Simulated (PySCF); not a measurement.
hydrogen isocyanide: calculation against experiment

**The experiment to reproduce.**

NIST CCCBDB Release 22 (SRD 101), experimental dipoles lists, for the gas: dipole moment (microwave Stark effect, vibrational ground state) 3.05 ± 0.1 D.

The results are set against them at the end.

Hydrogen isocyanide, CHN.
Numbering: `[C-:1]#[NH+:2]` (hydrogens: H3 on N2)

Cartesian coordinates in Å at the GFN2-xTB level; atoms count from 1:
```xyz
3
CHN angstrom
C      1.0615    0.3892   -0.0061
N     -0.0475    0.0542   -0.0041
H     -1.0025   -0.2341   -0.0024
```

Runs made with PySCF (gas phase, on this GFN2-xTB geometry; no spin–orbit coupling):

```tsv
level	job	basis functions	wall time
PBE0/pcSseg-1	shieldings, charges and field gradients	39	1.9 s
B3LYP/pcJ-1	spin–spin couplings from 3 perturbed nuclei	64	1.0 s
```

Hardware: one thread of an x86-64 server, no GPU, shared host.

Results beside the measurements:

**Dipole moment.** Measured: 3.05 D (NIST CCCBDB Release 22 (SRD 101), experimental dipoles).

```csv
level,computed (D),computed − measured (D),% (from the printed values)
PBE0/pcSseg-1,3.00,-0.05,-2
B3LYP/pcJ-1,3.00,-0.05,-2
```

The computed dipoles belong to one fixed geometry; measured ones are averaged over vibrations unless marked μe. Magnitudes are compared, not signs.

No measured geometry was used, and the causes of the misses weren't examined.
